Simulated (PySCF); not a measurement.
# SiF⁻: a composite coupled-cluster calculation

State: ³Σ⁻, triplet, unpaired electrons π ↑↑. De refers to Si + F⁻. ROHF-based CCSD(T) in PySCF 2.14 with Si aug-cc-pV(D+d)Z, F aug-cc-pVDZ and Si aug-cc-pV(T+d)Z, F aug-cc-pVTZ (frozen core orbitals: 6; no relativity). Correlation energies are extrapolated as n⁻³ (n = 2, 3), Hartree–Fock as (n+1)·exp(−9√n). CV is the change on freezing 1 orbitals instead, in Si cc-pwCVTZ, F cc-pwCVTZ. SR is the spin-free X2C energy in Si cc-pVTZ-DK, F cc-pVTZ-DK less the non-relativistic one in Si cc-pVTZ, F cc-pVTZ.

```csv
Level,Re (Å),ωe (cm⁻¹),ωexe (cm⁻¹),αe (cm⁻¹),De (eV)
CCSD(T)/DZ,1.7449,614.4,4.18,0.00495,3.199
CCSD(T)/TZ,1.6953,654.6,5.08,0.00587,3.492
HF/CBS,1.6559,709.8,5.85,0.00617,3.491
MP2/CBS,1.6929,658.1,5.06,0.00588,3.527
CCSD/CBS,1.6825,674.8,5.26,0.00591,3.534
CCSD(T)/CBS,1.6899,661.4,5.19,0.00593,3.558
CCSD(T)/CBS+CV,1.6865,662.4,5.22,0.00598,3.551
CCSD(T)/CBS+CV+SR,1.6869,660.5,5.21,0.00599,3.541
```

Question: How much is left between CCSD(T)/TZ and the basis-set limit, and how much do the triples give at the limit?

Answer: CCSD(T)/CBS less CCSD(T)/TZ: -5.4 mÅ in Re, +6.8 cm⁻¹ in ωe and +0.066 eV in De. CCSD(T)/CBS less CCSD/CBS: +7.4 mÅ in Re, -13.4 cm⁻¹ in ωe and +0.024 eV in De.

Question: What do the later terms add?

Answer: CV: -3.4 mÅ in Re, +1.0 cm⁻¹ in ωe and -0.007 eV in De; SR: +0.4 mÅ in Re, -1.9 cm⁻¹ in ωe and -0.010 eV in De, each against the row above.

The T1 diagnostic is 0.021. The state was picked by a PBE0 search and need not be the measured ground state. Spin–orbit coupling, excitations beyond (T) and corrections to the Born–Oppenheimer picture are left out.

The whole job (state search and all basis sets along the bond) took about 18 min on 4 threads of Arm Neoverse V2 (shared host), peak memory 6.1 GiB.
